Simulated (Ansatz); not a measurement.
Results of PBEsol (plane waves, PAW; Ansatz, an electronic-structure program) for fcc Sr.

Numerical settings: plane-wave cutoff 520 eV, 12×12×12 k mesh, Fermi–Dirac smearing 0.1 eV, perturbation theory, scalar-relativistic PAW data made under PBE.

Computed at the level's own relaxed cell.

Sr is modelled in the cubic space group Fm-3m (No. 225), the fcc (Cu type) structure, Pearson symbol cF4. Lattice parameters: a = 5.923 Å, b = 5.923 Å, c = 5.923 Å, α = 90.00°, β = 90.00°, γ = 90.00°. Sr on 4a sees 12 Sr at 4.188 Å (cuboctahedral). (Neighbours: up to the widest gap in distance over summed covalent radii, below 1.35, at either atom.)
(The calculation used a cell of 1 atom; values per cell refer to that cell.)

Harmonic phonon frequencies (cm⁻¹; i marks an imaginary mode):

| q point | frequencies |
|---|---|
| X | 80 80 108 |
| L | 49 49 99 |
| W | 69 94 94 |

No imaginary mode appears at these points.
